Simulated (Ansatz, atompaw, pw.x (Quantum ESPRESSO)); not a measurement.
## hafnium (Hf): one change to the PAW (atompaw) potential, in the atom and in the bcc crystal

```json
{
 "Element": "Hf (Z = 72)",
 "Generator": "atompaw 4.2.0.5",
 "Type": "PAW",
 "Functional": "PBEsol",
 "Relativity": "scalar-relativistic",
 "Frozen core": "[Kr] 4d10 4f14",
 "Valence charge": "12",
 "Reference configuration": "5s2 5p6 5d2 6s2 6p0",
 "Partial waves": "5s (bound): rc 1.45 bohr; 6s (bound): rc 2.70 bohr; 5p (bound): rc 2.35 bohr; 6p (bound, empty): rc 2.70 bohr; 5d (bound): rc 2.70 bohr; 5d channel at 1 Ry: rc 2.70 bohr",
 "Local potential": "bessel scheme, radius 2.00 bohr",
 "Core correction": "smooth core density matched at 1.40 bohr",
 "Augmentation charge": "sinc compensation charge, radius 2.25 bohr; PAW radius 2.70 bohr; waves and projectors: custom rrkj gramschmidtortho"
}
```

Change: wave 5d channel at 1 Ry: rc 2.70 bohr becomes 5d channel at 10.09 Ry: rc 2.70 bohr.

Cutoffs, loose and tight: the cutoffs (Ry, on a coarse ladder) from which the occupation-weighted sum of valence levels, in a spherical-Bessel basis at the reference potential, stays within 10 and 1 mRy of its value at 400 Ry. They see the waves, projectors and local potential, not the compensation charge or the core.

Crystal test: bcc Hf in pw.x 7.5, no spin, 13³ k-points, Fermi–Dirac smearing 0.01 Ry, cutoffs set for each file from its atomic test. The reference is all-electron LAPW (Ansatz 0.2.0) with the same functional, mesh and smearing; V0 and B0 come from Birch–Murnaghan fits to the pressures at five volumes. Errors are pseudo minus all-electron; Δ is the rms difference of the E(V) curves that follow from these fits, minima aligned, over ±6 % about the mean V0. Mesh and smearing are coarse, so the numbers serve the comparison and aren't converged zero-temperature values; the lattice is a test structure that the element need not adopt.

All-electron: a0 = 3.497 Å (V0 = 21.39 Å³/atom), B0 = 103.7 GPa.

Task: Does the change bring the crystal closer to the all-electron result?

Result: The mean pressure error goes from -0.67 to -1.75 GPa, so the change moves the solid further from the all-electron pressures.

```
                 quantity       base    changed
           outcome (atom)  generated  generated
     cutoff, loose (atom)      21 Ry      21 Ry
     cutoff, tight (atom)      30 Ry      30 Ry
      bound ghosts (atom)       none       none
     cutoffs in pw.x (Ry)     40/400     40/400
                   a0 (Å)      3.490      3.478
             a0 error (%)      -0.21      -0.57
             B0 error (%)       +0.6       -0.3
             Δ (meV/atom)        3.1        8.2
mean pressure error (GPa)      -0.67      -1.75
```

Changed file: This is a poor potential for the solid. The atomic cutoffs weigh occupied waves only.
